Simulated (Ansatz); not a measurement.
# Molecular dynamics, step by step

Si2NH10 (SMILES [NH4+].[SiH3][SiH3]) (charge +1), singlet, PBE0-D4/def2-SVP (Ansatz 0.2.0). Settings (timestep in fs, temperature in K; T counts 33 degrees of freedom):

```yaml
hamiltonian: {xc: pbe0, dispersion: d4}
md: {n_steps: 40, timestep: 0.5, temperature: 100, ensemble: nve, seed: 657, initial_velocities: maxwell_boltzmann}
```

Start (the SMILES describes the start alone):

```xyz
13
angstrom
N -0.1671 0.0599 -2.7831
H -0.7870 -0.6216 -3.2243
H -0.5829 0.9906 -2.8488
H 0.7363 0.0561 -3.2599
H -0.0343 -0.1887 -1.7742
Si 0.7127 -0.0722 2.8016
Si -0.4981 0.0111 0.7969
H 2.0216 0.5790 2.5550
H -0.0731 0.6614 3.8211
H 0.8813 -1.4991 3.1633
H 0.2833 -0.7116 -0.2869
H -0.6654 1.3853 0.2382
H -1.8274 -0.6500 0.8013
```

| step | time (fs) | potential energy less the start (meV) | kinetic energy (meV) | T (K) |
| --- | --- | --- | --- | --- |
| 0 | 0.00 | 0.0 | 142.2 | 100 |
| 2 | 1.00 | 10.8 | 131.8 | 93 |
| 4 | 2.00 | 33.5 | 109.5 | 77 |
| 6 | 3.00 | 41.2 | 101.7 | 72 |
| 8 | 4.00 | 37.0 | 105.6 | 74 |
| 10 | 5.00 | 42.1 | 100.3 | 71 |
| 12 | 6.00 | 63.9 | 78.8 | 55 |
| 14 | 7.00 | 81.9 | 61.3 | 43 |
| 16 | 8.00 | 73.3 | 69.6 | 49 |
| 18 | 9.00 | 54.7 | 87.6 | 62 |
| 20 | 10.00 | 59.0 | 83.4 | 59 |
| 22 | 11.00 | 80.8 | 62.2 | 44 |
| 24 | 12.00 | 87.2 | 55.9 | 39 |
| 26 | 13.00 | 69.1 | 73.7 | 52 |
| 28 | 14.00 | 48.5 | 93.9 | 66 |
| 30 | 15.00 | 46.4 | 96.1 | 68 |
| 32 | 16.00 | 56.9 | 86.0 | 60 |
| 34 | 17.00 | 55.8 | 87.2 | 61 |
| 36 | 18.00 | 40.8 | 101.7 | 72 |
| 38 | 19.00 | 40.0 | 102.3 | 72 |
| 40 | 20.00 | 61.6 | 81.2 | 57 |

Step 2, positions (Å) and forces (eV/Å):

```tsv
atom	x	y	z	Fx	Fy	Fz
N1	-0.166	0.060	-2.784	-1.003	-0.532	-0.185
H2	-0.804	-0.627	-3.240	0.381	0.412	0.299
H3	-0.571	0.995	-2.846	-0.126	0.235	-0.014
H4	0.728	0.050	-3.251	0.747	-0.019	-0.416
H5	-0.033	-0.192	-1.779	0.011	-0.106	0.298
Si6	0.715	-0.072	2.803	-0.076	-0.033	0.038
Si7	-0.499	0.012	0.795	0.055	-0.004	0.048
H8	2.030	0.580	2.558	0.021	0.027	0.016
H9	-0.092	0.641	3.831	0.027	0.057	-0.001
H10	0.875	-1.504	3.172	0.031	-0.039	-0.027
H11	0.292	-0.712	-0.287	-0.010	0.002	-0.039
H12	-0.679	1.390	0.237	0.012	0.052	-0.014
H13	-1.831	-0.652	0.808	-0.069	-0.053	-0.002
```

Last step (40):

| atom | x (Å) | y (Å) | z (Å) |
| --- | --- | --- | --- |
| N1 | -0.1598 | 0.0468 | -2.8027 |
| H2 | -0.9075 | -0.4764 | -3.3137 |
| H3 | -0.4037 | 1.0367 | -2.7906 |
| H4 | 0.7211 | -0.0895 | -3.2661 |
| H5 | -0.1023 | -0.2949 | -1.8019 |
| Si6 | 0.7332 | -0.0742 | 2.8240 |
| Si7 | -0.5169 | 0.0251 | 0.7835 |
| H8 | 2.0451 | 0.6589 | 2.7408 |
| H9 | -0.1561 | 0.5734 | 3.8590 |
| H10 | 0.9478 | -1.5466 | 3.0640 |
| H11 | 0.2604 | -0.6486 | -0.3556 |
| H12 | -0.8051 | 1.3985 | 0.2205 |
| H13 | -1.7958 | -0.7616 | 0.8516 |

Time: 41 s of wall clock on 4 CPU threads of an Arm Neoverse V1; the host was shared. Peak host memory: 0.69 GiB.
